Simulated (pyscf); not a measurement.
H₃C–GeH₃ + methyl (CH₃•) → H₃C–GeH₂• + methane (CH₄) (hydrogen abstraction; doublet surface; Ge–H broken, C–H formed). Optimised with ωB97X-D3(BJ)/def2-SVP in PySCF. Energies in kcal/mol from the separated reactants.

```tsv
level	barrier	reaction energy
PBE/def2-TZVP	0.2	-24.3
r²SCAN/def2-TZVP	3.4	-20.7
B3LYP-D3(BJ)/def2-TZVP	2.7	-22.2
PBE0-D3(BJ)/def2-TZVP	2.4	-22.7
ωB97M-D3(BJ)/def2-TZVP	?	?
HF/def2-TZVP	?	-15.3
```

### Question
What belongs in the gaps?

### Answer

- ωB97M-D3(BJ)/def2-TZVP, barrier: 5.4
- ωB97M-D3(BJ)/def2-TZVP, reaction energy: -23.3
- HF/def2-TZVP, barrier: 16.7

The functionals in the table span 5.3 kcal/mol in this barrier, from PBE to ωB97M-D3(BJ). This is the saddle that the search found; another between the same sides may lie lower. The angle at the transferred H is 178°. Elements up to Kr have no core potential and no relativistic terms here.
